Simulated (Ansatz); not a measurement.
# A ladder of methods for SiHCl (SMILES [SiH]Cl)

SiHCl, singlet, SMILES `[SiH]Cl`. Each level relaxes the structure for itself.

Quantity: the zero-point energy at each level's own minimum, in kJ/mol. The values are calculated.

```json
{"level": "r2SCAN/def2-TZVP", "kind": "meta-GGA", "program": "Ansatz", "value (kJ/mol)": "19.9", "less CCSD(T)/def2-TZVP": "-0.5"}
{"level": "B3LYP-D4/def2-TZVP", "kind": "global hybrid", "program": "Ansatz", "value (kJ/mol)": "19.9", "less CCSD(T)/def2-TZVP": "-0.5"}
{"level": "PBE0-D4/def2-TZVP", "kind": "global hybrid", "program": "Ansatz", "value (kJ/mol)": "20.1", "less CCSD(T)/def2-TZVP": "-0.3"}
{"level": "wB97X-V/def2-TZVP", "kind": "range-separated hybrid", "program": "Ansatz", "value (kJ/mol)": "20.5", "less CCSD(T)/def2-TZVP": "+0.1"}
{"level": "CCSD(T)/def2-TZVP", "kind": "coupled cluster or CI", "program": "Ansatz", "value (kJ/mol)": "20.4", "less CCSD(T)/def2-TZVP": "0.0"}
```

Differences are taken from CCSD(T)/def2-TZVP for orientation; it has basis-set and higher-order errors of its own. Harmonic and unscaled. The values span 19.9 to 20.5 kJ/mol.
